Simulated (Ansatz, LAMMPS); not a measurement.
Ladder of methods for the elastic constant C12 of diamond-structure Si

Reference value: 64.9 GPa (measured, low temperature, zero-point motion not removed; as tabulated in Tanner et al. (2021), arXiv:2110.11888).

What do spline MEAM Si_2.meam.spline, PBE, PBE-D3(BJ), r²SCAN, r²SCANh give, and how far is each from the reference?


| level (code) | value (GPa) | cell (Å³/atom) | difference (%) |
|---|---|---|---|
| spline MEAM Si_2.meam.spline (LAMMPS) | 75.7 | 20.03 | +16.6 |
| PBE (Ansatz) | 56.7 | 20.46 | -12.6 |
| PBE-D3(BJ) (Ansatz) | 62.4 | 19.92 | -3.9 |
| r²SCAN (Ansatz) | 61.6 | 20.17 | -5.1 |
| r²SCANh (Ansatz) | 63.4 | 20.09 | -2.3 |

Once the reference is moved by up to 5.0 % (a margin picked here for doubts on the reference and the settings, and for temperature and zero-point motion) and values within 1.7 % count as equal, the nearest can be r²SCANh (-2.3 %), PBE-D3(BJ) (-3.9 %) or r²SCAN (-5.1 %). By the same margin the farthest can be spline MEAM Si_2.meam.spline (+16.6 %) or PBE (-12.6 %).

The measured value isn't corrected to a static lattice, so vibrations enter the comparison.  PBE-D3(BJ): the dispersion coefficients are held fixed in the derivatives. Each level is taken at its own relaxed cell. Cutoffs and k meshes differ between the levels. Ansatz's density-functional and Hartree–Fock values are scalar-relativistic unless marked +SOC, with PAW data made under PBE.

Empirical potentials (spline MEAM Si_2.meam.spline) are fitted to chosen data: where that held the value shown, agreement is built in, and what lay outside the fit can be far off.

Differences are worked out from the printed values.

Ansatz is an electronic-structure program.
